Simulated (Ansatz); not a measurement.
Rock-salt SnTe (cubic form, which distorts at low temperature), treated with PBEsol in Ansatz (PAW).

Numerical settings: plane-wave cutoff 520 eV, 20×20×20 k mesh, perturbation theory, scalar-relativistic PAW data made under PBE.

Cell (relaxed at this level):

Space group Fm-3m (No. 225); a = 6.2881 Å, b = 6.2881 Å, c = 6.2881 Å, α = 90.00°, β = 90.00°, γ = 90.00°

```
atom  site  symmetry       x       y       z
----  ----  --------  ------  ------  ------
Sn      4a      m-3m  0.0000  0.0000  0.0000
Te      4b      m-3m  0.5000  0.5000  0.5000
```
(The calculation used a cell of 2 atoms; values per cell refer to that cell.)

Estimate the zone-centre TO phonon frequency that the calculation returns.


zone-centre TO phonon frequency: 32 cm⁻¹

Note: symmetry holds this phase in the static calculation, where it need not be a minimum.

Spin–orbit coupling is not included.

The result took about 50 core-minutes (a rough figure).

Ansatz is a program for electronic structure.
